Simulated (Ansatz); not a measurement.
[Cl···H···Si], triplet: reading a ladder of total energies

Geometry: a point of a hydrogen-transfer path between rigid fragments, not a stationary point.

```xyz
3

Cl    0.0000    0.0000   -1.7857
H     0.0000    0.0000    0.0593
Si    0.0000    0.0000    1.7263
```

Basis cc-pVDZ; Ansatz 0.2.0. Correlated methods freeze the noble-gas cores, which leaves 12 electrons in 31 orbitals. Prefix R: restricted or restricted open-shell reference.

Full CI isn't at hand for all of this; RCCSDTQ serves as the reference, and is uncertain by about the last step of the cluster series.

Runs differ by some tens of microhartree through their thresholds and, for an open shell, their frozen cores, so steps under 0.03 kcal/mol mean nothing.

| level | total energy (hartree) |
| --- | --- |
| RHF | -748.885191 |
| RMP2 | -749.089656 |
| RCCSD | -749.126452 |
| RCCSD(T) | -749.131582 |
| RCCSDT | -749.132616 |
| RCCSDT(Q) | -749.133042 |
| RCCSDTQ | -749.133070 |

Q: What is the correlation energy at RCCSDTQ, and what share of it do RMP2 and RCCSD recover?

A: E(corr) = -749.133070 − (-748.885191) = -0.247879 hartree = -6.745 eV. RMP2: -0.204465 / -0.247879 = 82.49 %. RCCSD: -0.241261 / -0.247879 = 97.33 %.

Q: By how many kcal/mol does RCCSD(T) miss RCCSDTQ (1 hartree = 627.509 kcal/mol), and which steps make up the rest?

A: -749.131582 − (-749.133070) = 0.001488 hartree = 0.93 kcal/mol. Steps: RCCSDT − RCCSD(T) = -0.65, RCCSDT(Q) − RCCSDT = -0.27, RCCSDTQ − RCCSDT(Q) = -0.02 kcal/mol. Differences between like states or geometries often cancel part of this.
